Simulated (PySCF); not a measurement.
Bonds (- single, = double, # triple, : aromatic): C1-C2, C2-C3. C1 carries H4, H5, H6; C2 carries H7, H8; C3 carries H9, H10, H11.

GIAO shifts from PySCF on PBE0-D3(BJ)/def2-TZVP geometries (one conformer, non-relativistic, equivalent nuclei averaged), against TMS at the same level and in the same medium; PCM means IEF-PCM chloroform.

Measured (solution, CDCl3, 298 K; Fulmer et al., Organometallics 2010, 29, 2176): C1/C3 16.6, C2 16.4, H7/H8 1.32, H4/H5/H6/H9/H10/H11 0.90 ppm.

Question: Which unscaled values do B97-2/pcSseg-2, gas; WP04/pcSseg-2, PCM; wB97X-D/pcSseg-2, PCM give, and how close are they?

Answer: 
```json
{"atoms": "C1/C3", "measured": "16.6", "B97-2/pcSseg-2, gas": "19.2", "WP04/pcSseg-2, PCM": "20.0", "wB97X-D/pcSseg-2, PCM": "19.0"}
{"atoms": "C2", "measured": "16.4", "B97-2/pcSseg-2, gas": "21.7", "WP04/pcSseg-2, PCM": "24.1", "wB97X-D/pcSseg-2, PCM": "21.0"}
{"atoms": "H7/H8", "measured": "1.32", "B97-2/pcSseg-2, gas": "1.39", "WP04/pcSseg-2, PCM": "1.34", "wB97X-D/pcSseg-2, PCM": "1.35"}
{"atoms": "H4/H5/H6/H9/H10/H11", "measured": "0.90", "B97-2/pcSseg-2, gas": "0.96", "WP04/pcSseg-2, PCM": "0.93", "wB97X-D/pcSseg-2, PCM": "0.95"}
```

Mean absolute error for ¹³C: B97-2/pcSseg-2, gas 3.9, WP04/pcSseg-2, PCM 5.6, wB97X-D/pcSseg-2, PCM 3.5 ppm.

Mean absolute error for ¹H: B97-2/pcSseg-2, gas 0.06, WP04/pcSseg-2, PCM 0.03, wB97X-D/pcSseg-2, PCM 0.04 ppm.
